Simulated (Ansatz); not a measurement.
A made-up structure of SiH₅S₂ (charge +1), closed shell:

```csv
atom,x (Å),y (Å),z (Å)
Si1,-0.8505,1.1564,-0.5551
S2,0.2417,0.2245,1.1408
S3,0.9103,-1.4628,0.1980
H4,-1.9187,0.2169,-0.9497
H5,0.1391,1.4050,-1.6219
H6,-1.3171,2.3649,0.1525
H7,2.2212,-1.4753,0.5471
H8,0.1051,0.4060,2.4817
```

It is relaxed with PBE-D4/def2-SVP and then PBE0-D4/def2-TZVP (Ansatz 0.2.0). Atoms count as bonded within 1.22 times the sum of their covalent radii (H–H: 0.88 Å). The end point is not checked to be a true minimum.

**Question.** Does its bonding change? (A judgement: the text doesn't fix the answer.)

**Answer.** By the calculation: No: no bond forms or breaks.

Where it ends: The first stage lowers the energy by 0.97 eV in 9 steps. It ends as SiH₅S₂ ([SiH3][SH][SH]), total charge +1:
```
8
angstrom
Si -0.8520 1.2262 -0.5101
S 0.6254 0.4122 1.0096
S 0.8940 -1.5068 0.3211
H -1.8321 0.1367 -0.6695
H 0.0539 1.4507 -1.6492
H -1.3334 2.4293 0.1945
H 2.2006 -1.5218 0.6530
H -0.2253 0.2092 2.0440
```

Labels in which every atom is bracketed show which atoms are joined, not bond orders.

For scale, one of the runs: PBE0-D4/def2-TZVP relaxation, 141 basis functions, launched by `ansatz run in.yaml --threads 2 --pin off --events-out ev --progress --plain --max-ram 4352MiB`. Hardware: 2 CPU threads of an Arm Neoverse V2, shared host. Wall time about 21 s.
